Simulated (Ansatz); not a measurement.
For wurtzite AlN, PBE in Ansatz (plane waves, PAW) gives:

- lattice parameter a = 3.130 Å
- c axis length = 5.019 Å

**Question.** What does B3LYP (VWN-RPA form) in Ansatz (PAW) give for the same quantities?

**Answer.** 
- lattice constant a: 3.116 Å (decreases by 0.4 %)
- lattice parameter c: 5.002 Å (shrinks by 0.3 %)

For comparison: lattice constant a 3.111 Å (measured, low temperature, extrapolated to low temperature; as tabulated in arXiv:1206.3780); lattice parameter c 4.979 Å (measured, low temperature, extrapolated to low temperature; as tabulated in arXiv:1206.3780).

Changes are worked out from the printed values.

Unless a cell is named, each level is at its own relaxed cell (PBE 10.65, B3LYP (VWN-RPA form) 10.52 Å³/atom).

Ansatz's density-functional and Hartree–Fock values are scalar-relativistic unless marked +SOC, with PAW data made under PBE.

Ansatz is a quantum-chemistry and plane-wave program.
